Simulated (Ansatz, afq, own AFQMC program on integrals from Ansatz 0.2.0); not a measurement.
**GeNH₃, triplet in cc-pVDZ, levels against CCSDT(Q)**

```xyz
5

Ge    0.0000    0.5643    3.8463
N     0.0000   -0.1401   -2.4957
H     0.0000   -0.7985    4.6065
H     0.8260    0.1872   -2.9786
H    -0.8260    0.1872   -2.9786
```

Connectivity, by distances: GeH ··· NH2.

Basis cc-pVDZ. Only valence electrons are correlated. Integrals, coupled cluster, full CI and functionals: Ansatz 0.2.0; the random walks run on the same integrals in our own AFQMC program. The CISD trial takes its coefficients from CCSD amplitudes. Released means that phaseless walkers are propagated on without the constraint, phases kept. Uncertainties: one standard error, sampling alone. No spin–orbit coupling.

Determinant: UHF, the one that the program's search chose, which needn't be the lowest solution. The geometry is a point of a scan.

No full CI on the walks' own integrals is used here; CCSDT(Q) serves as the reference and is uncertain by about the last step of the cluster series.

Cautions: no relativity below Rb; no spin-orbit coupling; inner d shell frozen; lower spins were not checked; the released energies are still falling, so no released level is given (meV from the phaseless value at times in 1/Eh: -23 ± 14 at 0.24, -20 ± 11 at 0.51, -20 ± 12 at 0.99, -36 ± 13 at 1.62, -58 ± 22 at 2.40), though the last usable value meets CCSDT(Q) within the noise.

The T1 diagnostic is 0.0100, the weight of the determinant in the CISD state is 0.886 and the ⟨S²⟩ of the determinant is 2.019. The size of the correlated space is 12 electrons in 41 orbitals.

```csv
level,correlation energy (eV)
MP2,-5.5262
CCSD,-6.6347
CCSD(T),-6.7405
```

(1) Estimate where phaseless AFQMC with a CISD trial lies against CCSD(T) on the same integrals.

(1) 0.5 ± 1.1 kJ/mol above CCSD(T). The gap is under twice the noise, so this walk alone can't tell the two apart.

Reference: CCSDT(Q), correlation energy -6.768 eV.

```json
{"level": "CCSD(T)", "E − E(reference) (kJ/mol)": "2.6", "share of correlation (%)": "99.60"}
{"level": "CCSDT", "E − E(reference) (kJ/mol)": "0.6", "share of correlation (%)": "99.90"}
{"level": "ph-AFQMC/HF", "E − E(reference) (kJ/mol)": "4.8 ± 5.4", "share of correlation (%)": "99.27"}
{"level": "ph-AFQMC/CISD", "E − E(reference) (kJ/mol)": "3.1 ± 1.1", "share of correlation (%)": "99.52"}
```

A walk keeps the symmetry of its determinant, which the program's search chose and which needn't be the lowest solution, so a lower state of the same spin and another symmetry isn't excluded.
